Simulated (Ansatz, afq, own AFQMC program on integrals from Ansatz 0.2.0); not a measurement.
**AlGeH, triplet → AlGeH, quintet**

```yaml
atoms:
  - { symbol: Ge, position_ang: [0.0000, 0.0000, 2.1260] }
  - { symbol: Al, position_ang: [0.0000, 0.0000, -0.2625] }
  - { symbol: H, position_ang: [0.0000, 0.0000, -1.8635] }
```

Connectivity, by distances: Ge–AlH.

E(quintet, charge +0) − E(triplet, charge +0) at this geometry, on UHF and UHF determinants.

Basis cc-pVDZ. Noble-gas cores (and the filled d shells of Ga–Kr and In–Xe) are frozen. AFQMC by an in-house program on the Cholesky factors that Ansatz 0.2.0 writes for its CCSD(T) run. ph-AFQMC/CISD is guided by a CISD state made of CCSD amplitudes; releasing the constraint for a short imaginary time cuts its bias at the price of noise, slowly where states lie close. Uncertainties: one standard error, sampling alone. No spin–orbit coupling. The errors of all members are added in quadrature.

No full CI on the walks' own integrals is used here; CCSDTQ serves as the reference and is uncertain by about the last step of the cluster series. Each member takes its own surest rung, up to full CI.

Errors are counted within cc-pVDZ, not against nature.

Cautions: inner d shell frozen; no relativity below Rb; no spin-orbit coupling; AlGeH (triplet): the ph-AFQMC/HF walk drifts between its halves (2.4 errors), its ph-AFQMC/CISD value lies 26 ± 5 meV above CCSDTQ; AlGeH (quintet): another spin lies lower; core correlation is missing, and it shifts such a gap most where an s electron is promoted.

Reference (CCSDTQ): 2.924 eV.

| level | vertical spin gap (eV) | error against CCSDTQ (eV) |
| --- | --- | --- |
| HF | 2.280 | -0.644 |
| MP2 | 2.833 | -0.092 |
| CCSD | 2.859 | -0.065 |
| CCSD(T) | 2.911 | -0.013 |
| CCSDT | 2.919 | -0.005 |
| CCSDT(Q) | 2.925 | 0.000 |
| ph-AFQMC/CISD | 2.912 ± 0.005 | -0.012 ± 0.005 |
| released AFQMC | 2.922 ± 0.003 | -0.002 ± 0.003 |

Correlation beyond CCSD(T) adds 0.013 eV. The perturbative (T) step is worth +0.052 eV.

CCSDT and higher add their correlation energy to the determinant of the CCSD(T) run, since their own runs factorise the integrals more tightly (a shift of under 2 meV). A walk keeps the symmetry of its determinant, which the program's search chose and which needn't be the lowest solution, so a lower state of the same spin and another symmetry isn't excluded. Released energies are given only where the last usable release times agree within the noise; a slower fall can still hide under it.
